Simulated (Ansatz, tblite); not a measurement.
# [ICl2]-: one state, many levels

One table from this session's results is given with a row withheld; the runs are named, their logs left out.

Computed with Ansatz 0.2.0, Gaussian basis. Level: as each input shows.

The runs, in order: GFN1-xTB, GFN2-xTB, PBE-D4/def2-TZVPD, r2SCAN-D4/def2-TZVPD, HSE06-D4/def2-TZVPD, revPBE-D4/def2-TZVPD, B97M-V/def2-TZVPD, B3LYP-D4/def2-TZVPD, LDA/def2-TZVPD, LC-ωPBE/def2-TZVPD, r2SCAN0-D4/def2-TZVPD, PBE-D4/def2-SVPD, PBE0-D4/def2-SVPD, CCSD(T)/def2-TZVPPD, MP2/def2-TZVPD, RPA/def2-TZVPD.

2 further runs of the same task are left out: 2 set aside as unsound or not needed.

## The relaxed structure

The geometry is that of the singlet, from an earlier relaxation (r2SCAN-D4/def2-TZVPD).

3 atoms, charge -1, spin multiplicity 1.

Bond lengths: I1–Cl2 2.582 Å, I1–Cl3 2.582 Å. Angles: Cl2–I1–Cl3 180.0°.

I takes a core potential in the def2 sets. No spin-orbit coupling is included. The ion is computed in the gas phase, without counter-ions or solvent.

PBE0-D4/def2-TZVPD was run before; its log isn't repeated, and its numbers join the tables.

Set-up of the first run:

Tight binding, by tblite at 300 K electronic temperature and without a spin-polarisation term:

```python
tblite.interface.Calculator('GFN1-xTB', numbers, positions, charge=-1, uhf=0).singlepoint()
```

Tight binding, by tblite at 300 K electronic temperature and without a spin-polarisation term:

```python
tblite.interface.Calculator('GFN2-xTB', numbers, positions, charge=-1, uhf=0).singlepoint()
```

start.molden holds the orbitals of an earlier run on this state, given as this run's starting guess.

Input file in.yaml:

```yaml
crystal:
  periodic: [false, false, false]
  atoms:
    - {symbol: I, position_ang: [0.000056, 0.000032, -0.000121]}
    - {symbol: Cl, position_ang: [-0.018726, -0.023697, 2.581633]}
    - {symbol: Cl, position_ang: [0.018670, 0.023664, -2.581512]}
basis:
  gaussian: {orbitals: def2-TZVPD, initial_orbitals: start.molden}
total_charge: -1
hamiltonian: {xc: pbe, dispersion: d4}
scf: {omitted_lower_state_checks: [starts]}
output: {orbitals: {seedname: orbitals}}
```

Run with:

```sh
$ ansatz run in.yaml --threads 2 --pin off --events-out ev --progress --plain --max-ram 4352MiB
```

Among the steps run: PBE-D4/def2-TZVPD; r2SCAN-D4/def2-TZVPD; HSE06-D4/def2-TZVPD; revPBE-D4/def2-TZVPD; B97M-V/def2-TZVPD; B3LYP-D4/def2-TZVPD; LDA/def2-TZVPD; LC-ωPBE/def2-TZVPD; r2SCAN0-D4/def2-TZVPD; PBE-D4/def2-SVPD; PBE0-D4/def2-SVPD; CCSD(T)/def2-TZVPPD; MP2/def2-TZVPD; RPA/def2-TZVPD.

One table of the session follows, with a row left open; its other results are not shown here.

It belongs to the step «Levels side by side». 

| level | HOMO (eV) | LUMO (eV) | gap (eV) |
| --- | --- | --- | --- |
| LDA/def2-TZVPD | ? | ? | ? |
| PBE-D4/def2-SVPD | -1.57 | 1.14 | 2.72 |
| PBE-D4/def2-TZVPD | -1.54 | 1.25 | 2.79 |
| revPBE-D4/def2-TZVPD | -1.49 | 1.33 | 2.81 |
| r2SCAN-D4/def2-TZVPD | -1.82 | 1.33 | 3.15 |
| B97M-V/def2-TZVPD | -1.91 | 1.46 | 3.37 |
| B3LYP-D4/def2-TZVPD | -2.52 | 1.76 | 4.28 |
| PBE0-D4/def2-SVPD | -2.81 | 1.84 | 4.65 |
| PBE0-D4/def2-TZVPD | -2.76 | 1.95 | 4.71 |
| r2SCAN0-D4/def2-TZVPD | -2.95 | 1.99 | 4.94 |
| HSE06-D4/def2-TZVPD | -2.36 | 1.60 | 3.96 |
| LC-ωPBE/def2-TZVPD | -5.45 | 3.78 | 9.23 |

**Question.** Estimate the row for LDA/def2-TZVPD.

**Answer.** HOMO (eV): -1.68; LUMO (eV): 1.03; gap (eV): 2.71. In the column «HOMO (eV)» it lies between r2SCAN-D4/def2-TZVPD (-1.82) and PBE-D4/def2-SVPD (-1.57).
